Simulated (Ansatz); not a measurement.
C3H5NS, SMILES `CC1N=C1S`, relaxed with RKS PBE0-D4/def2-TZVP in Ansatz from a PBE-D4/def2-SVP geometry. The force threshold is 0.005 eV/Å; the program also tests the step.

The species carries charge 0 and has multiplicity 1.

Start:

```xyz
10

C     0.151    1.461    0.267
C    -0.145    0.037    0.672
N    -1.285   -0.725   -0.050
C    -0.077   -1.085   -0.250
S     0.892   -2.205   -1.133
H     1.184    1.749    0.556
H     0.047    1.597   -0.827
H    -0.545    2.165    0.770
H    -0.064   -0.176    1.758
H    -0.157   -2.818   -1.763
```

(1) How much energy does the relaxation release, and in how many steps? (Estimate.)

(2) Which bonds change most? (Best estimate.)

(3) Give the relaxed structure. (Best estimate.)

Answers

(1) Ansatz gave: 1.31 kcal/mol, in 5 steps.

(2) Ansatz gave: C2–N3 from 1.549 to 1.525 Å; N3–C4 from 1.276 to 1.255 Å; S5–H10 from 1.368 to 1.348 Å; C2–H9 from 1.109 to 1.090 Å.

(3) Ansatz gave: 
```xyz
10

C     0.151    1.447    0.263
C    -0.147    0.036    0.672
N    -1.267   -0.714   -0.041
C    -0.082   -1.074   -0.245
S     0.879   -2.177   -1.122
H     1.169    1.729    0.546
H     0.047    1.569   -0.816
H    -0.536    2.141    0.755
H    -0.066   -0.176    1.738
H    -0.149   -2.781   -1.750
```
